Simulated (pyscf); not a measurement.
`[F][W]([F])([F])([F])([F])[Cl]` + `[H][H]` → `[F][WH]([F])([F])([F])[F]` + `[ClH]` (four-centre exchange; singlet surface; Cl–W, H–H broken, H–W, Cl–H formed). PySCF, gas phase, ωB97X-D3(BJ)/def2-SVP geometries. Energies in kcal/mol from the separated reactants.

```csv
level,barrier,reaction energy
ωB97X-D3(BJ)/def2-TZVP,40.7,+31.4
PBE/def2-TZVP,34.9,+30.0
r²SCAN/def2-TZVP,36.0,+32.2
B3LYP-D3(BJ)/def2-TZVP,39.2,+29.3
M06-2X/def2-TZVP,?,+26.5
HF/def2-TZVP,?,?
```

What belongs in the gaps?


- M06-2X/def2-TZVP, barrier: 38.3
- HF/def2-TZVP, barrier: 53.0
- HF/def2-TZVP, reaction energy: +20.6

The functionals in the table span 5.8 kcal/mol in this barrier, from PBE to ωB97X-D3(BJ)/def2-TZVP. This is the saddle that the search found; another between the same sides may lie lower. Elements past Kr carry the def2 core potentials, without spin-orbit coupling.
